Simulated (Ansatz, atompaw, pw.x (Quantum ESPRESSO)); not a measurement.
# beryllium (Be): one change to the PAW (atompaw) potential, in the atom and in the bcc crystal

atompaw 4.2.0.5 input, output lines left out:

```
Be 4
LDA-PW scalarrelativistic loggrid 1500 logderivrange -2 5 176
2 2 0 0 0 0
2 1 0
0 0 0
c
v
v
2
3.00 2.80 2.80 2.80
y
0.05
n
y
0.65
n
y
0.4
y
2.65
n
custom rrkj gramschmidtortho sinc
3 0 troulliermartins
3.00
3.00
3.00
3.00
3.00
3.00
```

Change: augmentation besselshape compensation charge, radius 2.80 bohr; PAW radius 3.00 bohr; waves and projectors: custom rrkj gramschmidtortho.

Cutoffs, loose and tight: the cutoffs (Ry, on a coarse ladder) from which the occupation-weighted sum of valence levels, in a spherical-Bessel basis at the reference potential, stays within 10 and 1 mRy of its value at 400 Ry. They see the waves and projectors alone, not the compensation charge or the core.

Crystal test: bcc Be in pw.x 7.5, no spin, 18³ k-points, Fermi–Dirac smearing 0.01 Ry, cutoffs set for each file from its atomic test. The reference is all-electron LAPW (Ansatz 0.2.0) with the same functional, mesh and smearing; V0 and B0 come from Birch–Murnaghan fits to the pressures at five volumes. Errors are pseudo minus all-electron; Δ is the rms difference of the E(V) curves that follow from these fits, minima aligned, over ±6 % about the mean V0. Mesh and smearing are coarse, so the numbers serve the comparison and aren't converged zero-temperature values; the lattice is a test structure that the element need not adopt.

All-electron: a0 = 2.461 Å (V0 = 7.46 Å³/atom), B0 = 132.0 GPa.

Does the change bring the crystal closer to the all-electron result?

The mean pressure error goes from -1.07 to +0.29 GPa, so the change moves the solid closer to the all-electron pressures. The B0 error goes the other way, from +1.7 to +3.5 %.

| quantity | base | changed |
| --- | --- | --- |
| outcome (atom) | generated | generated |
| cutoff, loose (atom) | 6 Ry | 6 Ry |
| cutoff, tight (atom) | 6 Ry | 6 Ry |
| bound ghosts (atom) | none | none |
| cutoffs in pw.x (Ry) | 40/400 | 40/400 |
| a0 (Å) | 2.455 | 2.463 |
| a0 error (%) | -0.27 | +0.07 |
| B0 error (%) | +1.7 | +3.5 |
| Δ (meV/atom) | 1.7 | 0.5 |
| mean pressure error (GPa) | -1.07 | +0.29 |

Base: The largest radius (3.00 bohr) exceeds half the bond length (2.01 bohr), so the spheres overlap, which is one possible source of error among others. Changed file: The largest radius (3.00 bohr) exceeds half the bond length (2.01 bohr), so the spheres overlap, which is one possible source of error among others. The atomic cutoffs weigh occupied waves only.
